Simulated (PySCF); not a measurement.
C3H6N (doublet state).
SMILES with atom numbers: `[CH2:1]=[C:2][CH2:3][NH2:4]` (hydrogens: H5, H6 on C1; H7, H8 on C3; H9, H10 on N4)

Structure used (GFN2-xTB), in Å, numbered top down from 1:
```
atom  x, y, z in Å
C1     1.596   -0.419   -0.377
C2     0.820    0.533    0.034
C3    -0.582    0.824    0.338
N4    -1.487   -0.310    0.134
H5     2.659   -0.266   -0.495
H6     1.272   -1.431   -0.638
H7    -0.675    1.138    1.383
H8    -0.934    1.646   -0.293
H9    -1.210   -1.090    0.722
H10   -1.449   -0.619   -0.831
```

The hyperfine couplings belong to this conformer and change with its torsions.

Computed, not measured: PySCF, UKS B3LYP, pcH-1 on C H N, non-relativistic, mean-field spin-orbit, GIAO. The structure is a single GFN2-xTB conformer in the gas phase; no vibrational or solvent corrections. The geometry wasn't refined by DFT: couplings that depend on bond lengths, twists or pyramidal angles can differ widely from those at the functional's own minimum. The SCF solution wasn't tested for stability.

Principal values of hyperfine tensors in MHz (contact and dipolar terms together), for some of the nuclei:

| atom | isotope | A1 | A2 | A3 | alike by the symmetry of this geometry |
| --- | --- | --- | --- | --- | --- |
| C2 | 13C | 156.50 | 175.09 | 378.90 | none |
| H6 | 1H | 166.47 | 168.68 | 177.06 | none |
| H5 | 1H | 111.63 | 112.87 | 129.16 | none |
| C3 | 13C | 18.34 | 18.96 | 31.63 | none |
| H9 | 1H | -15.73 | -7.72 | 2.46 | H10 |
| C1 | 13C | -23.11 | -4.99 | 7.68 | none |
| N4 | 14N | -4.38 | -4.07 | 13.90 | none |

(1) Give the isotropic coupling of each nucleus in MHz and in mT (g = 2.0022), and the anisotropic part.

(2) What spin density at the nucleus of H6 lies behind its contact coupling (g_N = 5.58569)?

(3) H7 (1H, g_N = 5.58569) isn't in the table. Its spin density at the nucleus is 0.002536 bohr⁻³. What is its contact coupling?

(4) Name the largest traceless tensor T of the table and describe it.

(5) In a single crystal, with the field along each principal axis of the tensor of H6 in turn, what first-order splitting does this nucleus give (isotropic g, quadrupole terms neglected)?

## Answers

(1) a_iso = (A1 + A2 + A3)/3, Ti = Ai − a_iso; 1 mT corresponds to 28.024 MHz.

| atom | a_iso (MHz) | a_iso (mT) | T1 | T2 | T3 |
| --- | --- | --- | --- | --- | --- |
| C2 | 236.83 | 8.451 | -80.33 | -61.74 | 142.07 |
| H6 | 170.74 | 6.093 | -4.27 | -2.05 | 6.32 |
| H5 | 117.88 | 4.207 | -6.25 | -5.02 | 11.27 |
| C3 | 22.98 | 0.820 | -4.64 | -4.02 | 8.65 |
| H9 | -7.00 | -0.250 | -8.73 | -0.73 | 9.46 |
| C1 | -6.81 | -0.243 | -16.30 | 1.82 | 14.49 |
| N4 | 1.82 | 0.065 | -6.20 | -5.88 | 12.08 |

(2) a_FC = 800.24 MHz bohr³ × g_N × ρ(0)/(2S). With a_FC = 170.74 MHz and 2S = 1, ρ(0) = 0.0382 bohr⁻³. In magnitude that is 12.0 % of the 1/π = 0.318 of a free hydrogen atom.

(3) By the same relation, a_FC = 11.34 MHz. Its full tensor has the principal values 4.14, 7.08, 22.79 MHz.

(4) C2: -80.3, -61.7, 142.1 MHz, rhombic: the two smaller values differ by 13 % of the largest.

(5) 2 lines (I = 1/2), spaced by |A_i|/(g × 13.996): 5.94, 6.02, 6.32 mT along the axes of A1, A2 and A3.
